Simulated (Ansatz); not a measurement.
# BS+ (singlet): wave-function methods side by side, 6-31G

Aim: climb from Hartree-Fock through coupled cluster and multireference methods for BS+ (singlet) at one geometry and basis, and see what each rung misses.

Program: Ansatz 0.2.0, Gaussian basis. Level of theory: 6-31G, core rule «outside noble gas», up to 6 orbitals frozen. These are calculated values, not measurements.

To be run: UHF; CCSD(T) on RHF; CCSD(T) on UHF; BCCD(T) on RHF; CISD; CCSDT(Q) on RHF; CCSDT(Q) on UHF; CISDTQ; CCSDTQ on RHF; CCSDTQ on UHF; CASSCF and MRCISD+Q, 8 electrons in 8 orbitals; CASSCF and NEVPT2, 8 electrons in 8 orbitals; Full CI.

19 further runs of the same task are left out: 9 that didn't finish, 10 set aside as unsound or not needed.

### 1 The system

The geometry is a PBE0/def2-TZVP stationary point (not a proven minimum) of the parent state, kept for this charge and spin.

2 atoms, charge 1, spin multiplicity 1.

Atoms are counted from 1 here; the program's logs count them from 0.

Bond lengths: B1–S2 1.608 Å.

### 2 UHF

Contents of in.yaml:

```yaml
crystal:
  periodic: [false, false, false]
  atoms:
    - {symbol: B, position_ang: [0.000000, 0.000000, 0.000000]}
    - {symbol: S, position_ang: [0.000000, 0.000000, 1.607700]}
basis:
  gaussian: {orbitals: 6-31G}
total_charge: 1
magnetization: {spin_polarized: true, initial_magnetization: 0}
hamiltonian: {xc: hf}
output: {orbitals: {seedname: orbitals}}
```

The run is started by

```console
ansatz run in.yaml --threads 1 --pin off --events-out ev --progress --plain --max-ram 2393MiB
```

The runs that follow: CCSD(T) on RHF; CCSD(T) on UHF; BCCD(T) on RHF; CISD; CCSDT(Q) on RHF; CCSDT(Q) on UHF; CISDTQ; CCSDTQ on RHF; CCSDTQ on UHF; CASSCF and MRCISD+Q, 8 electrons in 8 orbitals; CASSCF and NEVPT2, 8 electrons in 8 orbitals; Full CI.

**Question.** What will the summary of the whole plan be? Wanted: FCI below the RHF energy; RMP2 from FCI; RCCSD from FCI; RCCSD(T) from FCI; RCCSDT(Q) from FCI; NEVPT2 valence from FCI; MRCISD+Q valence from FCI; T1 diagnostic; effectively unpaired electrons.

As calculated:

```
                         quantity                                                                  value
         FCI below the RHF energy                                                             -4.1153 eV
                    RMP2 from FCI                                                        +10.60 kcal/mol
                   RCCSD from FCI                                                         +7.34 kcal/mol
                RCCSD(T) from FCI                                                         +1.15 kcal/mol
               RCCSDT(Q) from FCI                                                         -0.16 kcal/mol
          NEVPT2 valence from FCI                                                         +3.82 kcal/mol
        MRCISD+Q valence from FCI                                                         +0.07 kcal/mol
levels within 1 kcal/mol (43 meV)  BCCD(T), RCCSDT, RCCSDT(Q), RCCSDTQ, MRCISD valence, MRCISD+Q valence
                    T1 diagnostic                                                                  0.046
   effectively unpaired electrons                                                                   0.21
```

**Reading.** RCCSD(T) misses by +1.15 kcal/mol, 1.2 % of the correlation energy. RCCSDT, RCCSDT(Q), RCCSDTQ fall below full CI, which methods that aren't variational can do. The occupations show some static correlation. Of the multireference levels listed MRCISD+Q valence comes nearest in total energy (+0.07 kcal/mol), which doesn't show that its space is the better one. These misses are within one basis, not against nature.
